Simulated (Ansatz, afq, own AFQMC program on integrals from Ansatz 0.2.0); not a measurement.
**CHFNSi, doublet: AFQMC among the cluster methods**

```xyz
5

Si    0.6134    0.1784    0.3332
F     1.9699   -0.3915   -0.3430
C     0.3317    1.8908   -0.3001
N     0.0494    2.9345   -0.7256
H     0.7641    0.2245    1.8135
```

Connectivity, by distances: F–SiH–C–N.

Basis def2-SVP. Only valence electrons are correlated. Integrals, coupled cluster, full CI and functionals: Ansatz 0.2.0; the random walks run on the same integrals in our own AFQMC program. The CISD trial takes its coefficients from CCSD amplitudes. Released means that phaseless walkers are propagated on without the constraint, phases kept. ± is one standard error of the sampling.

Determinant: UHF, the one that the program's search chose, which needn't be the lowest solution. The geometry is a PBE0/def2-SVP stationary point of this or a neighbouring charge and spin state.

No full CI on the walks' own integrals is used here; CCSDT(Q) serves as the reference and is uncertain by about the last step of the cluster series.

Cautions: unrestricted determinant slightly spin contaminated (⟨S²⟩ 0.81 against 0.75).

- T1 diagnostic: 0.0246
- weight of the determinant in the CISD state: 0.814
- ⟨S²⟩ of the determinant: 0.814
- size of the correlated space: 21 electrons in 57 orbitals

| level | correlation energy (eV) |
| --- | --- |
| MP2 | -14.4468 |
| CCSD | -15.0392 |
| CCSD(T) | -15.5223 |

Estimate where AFQMC with the constraint released lies against CCSD(T) on the same integrals.

2.81 ± 0.30 mEh below CCSD(T).

Reference: CCSDT(Q), correlation energy -15.605 eV. The released energy is read at 1.50 1/Eh (meV from the phaseless value at times in 1/Eh: -10 ± 7 at 0.24, -10 ± 8 at 0.51, -18 ± 11 at 0.99, -11 ± 8 at 1.50).

```csv
level,E − E(reference) (mEh),share of correlation (%)
CCSD(T),3.02,99.47
CCSDT,2.17,99.62
ph-AFQMC/HF,-3.66 ± 1.40,100.64
ph-AFQMC/CISD,0.61 ± 0.32,99.89
released AFQMC,0.22 ± 0.30,99.96
```

Released energies are given only where the last usable release times agree within the noise; a slower fall can still hide under it.
